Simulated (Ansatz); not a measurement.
The input, for Ansatz 0.2.0:

```yaml
crystal:
  periodic: [false, false, false]
  atoms:
    - {symbol: O, position_ang: [0.000010, -0.253523, 0.967945]}
    - {symbol: B, position_ang: [-0.000021, -0.179739, -0.342663]}
    - {symbol: P, position_ang: [0.000006, -0.144524, -2.078829]}
    - {symbol: H, position_ang: [0.000006, 0.577785, 1.453547]}
basis:
  gaussian: {orbitals: cc-pVDZ}
magnetization: {spin_polarized: false, initial_magnetization: 1}
correlation: {method: ccsdt_q, electrons: outside_noble_gas}
```

```sh
$ ansatz run in.yaml --threads 1 --pin off --events-out ev --progress --plain --max-ram 2393MiB
```

Output:

```
908 factors; integrals over basis functions are off by at most 2.5e-7 eV
mean field evaluation 1: about -11995.0209 eV, gradient 2.6e1 eV
mean field evaluation 2: about -11995.0708 eV, gradient 2.6e1 eV
mean field evaluation 4: about -11996.6021 eV, gradient 2.6e0 eV
mean field evaluation 8: about -11996.6398 eV, gradient 3.0e-1 eV
mean field evaluation 16: about -11996.1323 eV, gradient 1.5e1 eV
mean field evaluation 32: about -11996.6097 eV, gradient 4.8e-1 eV
mean field evaluation 64: about -11996.4351 eV, gradient 7.5e-1 eV
mean field evaluation 96: about -11996.4458 eV, gradient 1.3e-3 eV
mean field evaluation 128: about -11993.6297 eV, gradient 1.7e0 eV
mean field -11996.64121526 eV, -440.8684330452 hartree, gradient 5.8e-6 eV, S^2 0.750000; 6 other end points of the search recorded, 0 dependent functions left out
mean field evaluation 160: about -11996.7220 eV, gradient 5.3e-1 eV
...
cycle  10  -10.67276542 eV  change   -4.5e-4 eV  update   3.0e-4
cycle  11  -10.67225752 eV  change    5.1e-4 eV  update   1.7e-4
cycle  12  -10.67244705 eV  change   -1.9e-4 eV  update   9.4e-5
cycle  13  -10.67252995 eV  change   -8.3e-5 eV  update   4.1e-5
cycle  14  -10.67254862 eV  change   -1.9e-5 eV  update   2.0e-5
cycle  15  -10.67257256 eV  change   -2.4e-5 eV  update   8.2e-6
cycle  16  -10.67257008 eV  change    2.5e-6 eV  update   3.7e-6
cycle  17  -10.67256845 eV  change    1.6e-6 eV  update   1.9e-6
cycle  18  -10.67256991 eV  change   -1.5e-6 eV  update   9.0e-7
cycle  19  -10.67257019 eV  change   -2.8e-7 eV  update   5.1e-7
perturbative correction -0.02947561 eV, -0.0010832086 hartree
Total energy: -12007.34326105 eV, -441.2617259740 hartree
```

For the same geometry and basis UCCSDT(Q) lies 3.4 meV lower.

Ran on 1 thread of Arm Neoverse V1, shared host: 3.5 min wall, 1.1 GiB peak host memory.
